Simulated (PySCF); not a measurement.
Spin states of CN

Unrestricted PBE0; PySCF, no relativity, basis sets C def2-TZVPPD, N def2-TZVPPD. Outer shells of the fragments: C 2s2 2p2; N 2s2 2p3.

Followed along the bond (rough minima from three points):

| 2Ms+1 | unpaired | ⟨S²⟩ at the start | R at minimum (Å) | Te (eV) |
| --- | --- | --- | --- | --- |
| 2 | σ ↑ | 0.77 | 1.16 | 0.00 |
| 2 | π ↑ | 0.76 | 1.23 | 0.96 |
| 4 | σ ↑, π ↑↑ | 3.76 | 1.34 | 5.06 |
| 6 | σ ↑, π ↑↑↑↑ | 8.76 | none in the scan | ≤ 7.56 |

Solutions found at the starting distance of 1.365 Å, counted from the lowest of them; the search is not exhaustive and high or unbound solutions are not listed, so other states can lie among these:

```csv
2Ms+1,unpaired,term,E (eV),⟨S²⟩,⟨Lz²⟩,μ (D)
2,σ ↑,²Σ⁺,0.00,0.77,0.00,-1.20
2,π ↑,²Π,0.03,0.76,1.01,-0.17
4,"σ ↑, π ↑↑",mixed,3.53,3.76,2.01,-0.94
4,π ↑↑↑,⁴Π,4.21,3.76,1.00,0.99
4,"σ ↑, π ↑↑",mixed,4.41,3.76,2.00,-0.98
2,"σ ↑, π ↑↓",mixed,4.89,1.76,2.01,-1.00
```

A term symbol is given only where ⟨S²⟩ and ⟨Lz²⟩ are close to those of a pure state; real π, δ and φ orbitals otherwise mix terms. A positive dipole means C(−)N(+).

Q: Compare the gap between the two lowest followed solutions at the starting distance with the gap between their minima.

A: At PBE0 the second solution (doublet, unpaired electrons π ↑) lies +0.03 eV from the first (doublet, unpaired electrons σ ↑) at 1.365 Å and +0.96 eV at the minima; the two curves relax by different amounts, since their minima lie near 1.23 and 1.16 Å.

Counting both spins, an empty level lies below a filled one in some of these solutions, because spin and occupation are held.
